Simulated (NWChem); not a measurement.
**Basis-set convergence for hydrogen chloride (HCl)**

SMILES: Cl
```xyz
2

Cl     0.0000     0.0000     0.0714
H      0.0000     0.0000    -1.2138
```
Charge 0, spin multiplicity 1.

The numbers come from NWChem runs, not from measurements. Structure: optimised with PBE0/def2-SVP, a minimum by its harmonic frequencies.

Quantity: vertical ionisation energy at the level ΔHF (Δ: difference of total energies, the cation a doublet at the parent's geometry with its hole in an orbital of symmetry b1 (C2v labels); it is the state that the SCF runs reached, from PBE0 orbitals for Hartree-Fock references, and need not be the lowest).

The Pople sets run with spherical d functions. The stability of the SCF solutions was not checked. Open-shell Hartree-Fock references start from PBE0 orbitals; any time given for them includes that run.

The cost column gives rough processor time relative to 3-21G; each entry includes its own SCF.

Q: In def2-QZVP the value is 11.50 eV. Among 3-21G, pcseg-1, 6-31+G*, 6-311G**, aug-pcseg-1, def2-TZVP, def2-TZVPD, def2-TZVPP, aug-cc-pVTZ, which is the smallest basis within 0.2 eV of it?

A: pcseg-1, with 23 functions against 100 and about 20 % of the time (also within reach: 6-31+G*, 6-311G**, aug-pcseg-1, def2-TZVP, def2-TZVPD, def2-TZVPP, aug-cc-pVTZ). def2-QZVP isn't the basis-set limit itself, and a small set can land close by cancellation.

| basis | functions | vertical ionisation energy (eV) | relative cost |
|---|---|---|---|
| 3-21G | 15 | 11.87 | 1 |
| pcseg-1 | 23 | 11.61 | under 3 |
| 6-31+G* | 24 | 11.59 | under 3 |
| 6-311G** | 32 | 11.61 | under 3 |
| aug-pcseg-1 | 36 | 11.59 | under 3 |
| def2-TZVP | 43 | 11.50 | under 3 |
| def2-TZVPD | 55 | 11.52 | under 3 |
| def2-TZVPP | 56 | 11.50 | under 3 |
| aug-cc-pVTZ | 73 | 11.52 | 4 |
| def2-QZVP | 100 | 11.50 | 4 |
